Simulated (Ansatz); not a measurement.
Geometry optimisation, Ansatz, UKS PBE0/def2-SVP.

input.yaml

```yaml
crystal:
  periodic: [false, false, false]
  atoms:
    - { symbol: C, position_ang: [-0.5959, 0.6176, -0.9924] }
    - { symbol: "N", position_ang: [-0.3394, 0.4618, 0.4171] }
    - { symbol: C, position_ang: [0.41, -0.7423, 0.6264] }
    - { symbol: H, position_ang: [-0.7435, -0.1694, -1.6719] }
    - { symbol: H, position_ang: [-0.7839, 1.6577, -1.4156] }
    - { symbol: H, position_ang: [0.1244, 1.2892, 0.8355] }
    - { symbol: H, position_ang: [-0.0655, -1.6328, 0.2984] }
    - { symbol: H, position_ang: [1.4531, -0.6765, 0.1309] }
    - { symbol: H, position_ang: [0.6291, -0.8516, 1.7545] }
magnetization:
  spin_polarized: true
  initial_magnetization: 1
basis:
  gaussian: { orbitals: def2-SVP }
hamiltonian:
  xc: pbe0
relax:
  f_tol: 0.015
  max_steps: 40
```

Command:

```bash
$ ansatz run input.yaml --threads 1 --pin off --max-ram 2048MiB --backend cpu --events-out ev --progress --plain --runs-dir out
```

Problem. Where does it end, and by what steps?

Solution. The forces met the threshold. After 7 steps the energy has fallen by 0.465 eV; H5 moved furthest, 0.22 Å.

```json
{"step": "0", "energy less start (eV)": "0.0000", "largest force component (eV/Å)": "3.628", "accepted": "yes"}
{"step": "1", "energy less start (eV)": "-0.3820", "largest force component (eV/Å)": "1.121", "accepted": "yes"}
{"step": "2", "energy less start (eV)": "-0.4558", "largest force component (eV/Å)": "0.444", "accepted": "yes"}
{"step": "3", "energy less start (eV)": "-0.4525", "largest force component (eV/Å)": "0.439", "accepted": "no"}
{"step": "4", "energy less start (eV)": "-0.4645", "largest force component (eV/Å)": "0.052", "accepted": "yes"}
{"step": "5", "energy less start (eV)": "-0.4647", "largest force component (eV/Å)": "0.024", "accepted": "yes"}
{"step": "6", "energy less start (eV)": "-0.4649", "largest force component (eV/Å)": "0.017", "accepted": "yes"}
{"step": "7", "energy less start (eV)": "-0.4649", "largest force component (eV/Å)": "0.003", "accepted": "yes"}
```

```xyz
9
Properties=species:S:1:pos:R:3
C -0.505 0.696 -1.057
N -0.199 0.467 0.270
C 0.485 -0.738 0.650
H -0.800 -0.177 -1.646
H -0.962 1.659 -1.294
H 0.092 1.290 0.785
H -0.069 -1.613 0.272
H 1.520 -0.809 0.257
H 0.525 -0.822 1.746
```

Run time: 24 s on 1 CPU thread of a shared host.
